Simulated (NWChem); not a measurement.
## hydrogen cyanide (CHN) in NWChem

```xyz
3

C      0.0000     0.0000    -0.5060
N      0.0000     0.0000     0.6613
H      0.0000     0.0000    -1.5931
```
Charge 0, spin multiplicity 1.

Everything below was run with NWChem. The geometry was optimised at PBE/def2-SVP, a minimum by its harmonic frequencies.

Symmetry labels belong to the abelian group C2v used in the runs, with the axes of the coordinates shown; states degenerate in a higher group split over its labels.

The correlated methods keep 2 core orbitals frozen.

### Question
List the 4 singlet excitations that EOM-CCSD/def2-SVPD, 2 core orbitals frozen gives, with oscillator strengths.

### Answer
```json
[
 {"state": "1", "symmetry": "a2", "energy (eV)": "8.41", "wavelength (nm)": "147", "f": "0.000"},
 {"state": "2", "symmetry": "a1", "energy (eV)": "8.78", "wavelength (nm)": "141", "f": "0.000"},
 {"state": "3", "symmetry": "b2", "energy (eV)": "9.21", "wavelength (nm)": "135", "f": "0.023"},
 {"state": "4", "symmetry": "b1", "energy (eV)": "9.21", "wavelength (nm)": "135", "f": "0.023"}
]
```
These are the lowest roots of each symmetry, so higher states are missing between them.
